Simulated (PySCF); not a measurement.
The numbers below are computed, except where a source is named.
A vibrational averaging run on COS, SMILES O=C=S. A sound run at B3LYP/pcSseg-2 gave B0 = 6077, 6077 MHz, harmonic ZPE 2023 cm⁻¹, lowest mode 528 cm⁻¹ and averaged shieldings 64.79, 12.46, 750.39 ppm.

Input of the run in question:

```
{"job": {"xc": "B3LYP", "basis": "pcSseg-2", "grid": 2, "temperatures": [200, 500], "delta": 2.0, "kind": "iso"}, "charge": 0, "multiplicity": 1}
O     -1.268545     0.721608    -0.025879
C     -0.119974     0.598967    -0.017696
S      1.434443     0.432930    -0.006639
```

Command: OMP_NUM_THREADS=1 python ens_run.py task.json out

Output:

```
parent
  Be/MHz None 6094.306 6094.306
  B0/MHz None 6075.736 6075.736
  ZPE/cm-1 2023.2
  <sigma>(0 K)/ppm 64.521 12.377 749.837
13C at atom 1
  Be/MHz None 6074.353 6074.353
  B0/MHz None 6056.147 6056.147
  ZPE/cm-1 1977.6
  <sigma>(0 K)/ppm 64.696 12.423 750.244
```

**Question.** What is doubtful here, and how much did it matter?

**Answer.** The setting at fault: displacement step far too large, higher-order terms enter. The isotope effects on the shieldings at 0 K read 175, 46, 407 ppb against 164, 43, 383 ppb in the sound run, and B0 − Be of the smallest constant -18.6 against -17.3 MHz.
